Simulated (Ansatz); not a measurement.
# HSO (quartet): the correlation ladder, def2-TZVPP

The task here is to estimate one member of a computed series from the others.

Computed with Ansatz 0.2.0, Gaussian basis. Level: def2-TZVPP, core rule «outside noble gas», up to 6 orbitals frozen.

Plan: UHF; ROHF; CCSD(T) on UHF.

2 further runs of the same task are left out: 2 set aside as unsound or not needed.

## What is computed

The geometry is a PBE0/def2-TZVP stationary point (not a proven minimum) of the parent state, kept for this charge and spin.

3 atoms, charge 0, spin multiplicity 4.

Atoms are counted from 1 here; the program's logs count them from 0.

Bond lengths: O1–S2 1.496 Å, S2–H3 1.375 Å. Angles: O1–S2–H3 104.5°.

Geometry (Å):

```
atom   x (Å)    y (Å)    z (Å)
  O1  0.0000   0.0715   1.0130
  S2  0.0000  -0.0739  -0.4757
  H3  0.0000   1.2174  -0.9471
```

Set-up of the first run:

The input, in.yaml:

```yaml
crystal:
  periodic: [false, false, false]
  atoms:
    - {symbol: O, position_ang: [0.000000, 0.071488, 1.012963]}
    - {symbol: S, position_ang: [0.000000, -0.073938, -0.475663]}
    - {symbol: H, position_ang: [0.000000, 1.217382, -0.947148]}
basis:
  gaussian: {orbitals: def2-TZVPP}
magnetization: {spin_polarized: true, initial_magnetization: 3}
hamiltonian: {xc: hf}
output: {orbitals: {seedname: orbitals}}
```

Command:

```sh
$ ansatz run in.yaml --threads 1 --pin off --events-out ev --progress --plain --max-ram 2560MiB --backend cpu
```

Among the steps run: UHF; ROHF; CCSD(T) on UHF.

One of the session's tables, all rows but one given; the rest of the session is left out.

| method | from UCCSD(T) (kJ/mol) |
| --- | --- |
| ROHF | +1125.9 |
| UHF | +1089.4 |
| UMP2 | ? |
| UCCSD | +48.0 |
| UCCSD(T) | 0 |

**Question.** Estimate the row for UMP2.

As computed: from UCCSD(T) (kJ/mol): +141.4. In the column «from UCCSD(T) (kJ/mol)» it lies between UCCSD (+48.0) and UHF (+1089.4).
